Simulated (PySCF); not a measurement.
## Isomerisation enthalpies of C5H10

**What was measured.**

From CRC Handbook of Chemistry and Physics, for the gas at 298.15 K: enthalpy of formation of `C1CCCC1` (cyclopentane) -76.4 kJ/mol; enthalpy of formation of `CC=C(C)C` (2-methyl-2-butene) -41.7 kJ/mol; enthalpy of formation of `C=C(C)CC` (2-methyl-1-butene) -35.2 kJ/mol; enthalpy of formation of `C=CC(C)C` (3-methyl-1-butene) -27.5 kJ/mol; enthalpy of formation of `C=CCCC` (1-pentene) -21.1 kJ/mol.

The runs below try to reproduce these values; the comparison stands at the end.

Differences of these values give the isomerisation enthalpies. Geometries: GFN2-xTB; runs in PySCF, gas phase, with a dispersion term only where the level names one. Total electronic energies (Eh):

```
  SMILES  PBE0/pcSseg-1
 C1CCCC1     -196.28444
CC=C(C)C     -196.26516
C=C(C)CC     -196.26118
C=CC(C)C     -196.25789
  C=CCCC     -196.25676
```

Geometry of `C1CCCC1` (Å):
```
atom  x, y, z in Å
C1     0.4447    0.8483    0.8433
C2     1.2684   -0.1766    0.0639
C3     0.2368   -1.1480   -0.5370
C4    -1.1353   -0.4712   -0.3695
C5    -0.8225    0.9771    0.0054
H6     0.1951    0.4581    1.8315
H7     0.9691    1.7948    0.9688
H8     1.9938   -0.6877    0.6954
H9     1.8163    0.3279   -0.7334
H10    0.2563   -2.1084   -0.0223
H11    0.4544   -1.3354   -1.5882
H12   -1.6902   -0.9459    0.4410
H13   -1.7393   -0.5407   -1.2731
H14   -0.6117    1.5616   -0.8917
H15   -1.6404    1.4541    0.5439
```

Geometry of `CC=C(C)C` (Å):
```
atom  x, y, z in Å
C1     2.0553   -0.3690   -0.3408
C2     0.7919    0.4086   -0.5199
C3    -0.4057    0.1687   -0.0015
C4    -0.7536   -0.9750    0.9045
C5    -1.5693    1.0718   -0.2976
H6     2.4167   -0.7124   -1.3105
H7     1.9273   -1.2322    0.3046
H8     2.8256    0.2728    0.0878
H9     0.9046    1.2747   -1.1618
H10   -1.5416   -1.5780    0.4532
H11   -1.1334   -0.5934    1.8523
H12    0.0951   -1.6188    1.1099
H13   -1.2798    1.8881   -0.9540
H14   -2.3719    0.5098   -0.7747
H15   -1.9657    1.4923    0.6264
```

Geometry of `C=C(C)CC` (Å):
```
atom  x, y, z in Å
C1    -1.3800    0.9321    0.6162
C2    -0.6595    0.2263   -0.2399
C3    -1.1660   -1.0429   -0.8544
C4     0.7280    0.6449   -0.6454
C5     1.7989   -0.1834    0.0669
H6    -2.3681    0.6274    0.9179
H7    -1.0117    1.8453    1.0526
H8    -0.5171   -1.8778   -0.5937
H9    -2.1728   -1.2682   -0.5128
H10   -1.1757   -0.9579   -1.9408
H11    0.8444    0.5254   -1.7255
H12    0.8760    1.6988   -0.4023
H13    2.7912    0.1674   -0.2076
H14    1.7214   -1.2335   -0.2041
H15    1.6865   -0.0960    1.1453
```

Geometry of `C=CC(C)C` (Å):
```
atom  x, y, z in Å
C1     2.2393   -0.1209   -0.2289
C2     1.0597   -0.2353    0.3504
C3    -0.2430    0.1370   -0.2918
C4    -0.9293    1.2370    0.5202
C5    -1.1470   -1.0932   -0.3906
H6     2.3425    0.2594   -1.2326
H7     3.1530   -0.4005    0.2679
H8     0.9807   -0.6207    1.3593
H9    -0.0461    0.5129   -1.3012
H10   -0.2911    2.1151    0.5890
H11   -1.8669    1.5273    0.0512
H12   -1.1422    0.8862    1.5279
H13   -1.3617   -1.4857    0.6013
H14   -0.6641   -1.8749   -0.9727
H15   -2.0884   -0.8357   -0.8712
```

Geometry of `C=CCCC` (Å):
```
atom  x, y, z in Å
C1     2.453    0.907    0.289
C2     1.622   -0.053   -0.067
C3     0.272   -0.274    0.536
C4    -0.839   -0.116   -0.506
C5    -2.215   -0.348    0.102
H6     2.205    1.608    1.069
H7     3.416    1.034   -0.176
H8     1.892   -0.743   -0.857
H9     0.110    0.433    1.352
H10    0.224   -1.287    0.949
H11   -0.790    0.891   -0.929
H12   -0.674   -0.825   -1.321
H13   -2.403    0.363    0.903
H14   -2.992   -0.230   -0.650
H15   -2.286   -1.353    0.514
```

Zero-point and thermal terms are left out, so the computed numbers are electronic energies.

## Comparison

Relative to `C1CCCC1`, the lowest by measurement, in kJ/mol (measured: enthalpies at 298.15 K; computed: electronic energies):

```csv
SMILES,measured,PBE0/pcSseg-1
C1CCCC1,0.0,0.0
CC=C(C)C,34.7,50.6
C=C(C)CC,41.2,61.1
C=CC(C)C,48.9,69.7
C=CCCC,55.3,72.7
```

Measured values: -76.4 kJ/mol (298.15 K; CRC Handbook of Chemistry and Physics) for the first row; the others come from the same table. Mean unsigned miss over the other isomers: PBE0/pcSseg-1 18.5 kJ/mol. One conformer stands for `C=C(C)CC`, `C=CC(C)C` and `C=CCCC`, not necessarily the lowest, while the measurement averages over conformers. Where a level misses, the cause wasn't examined.
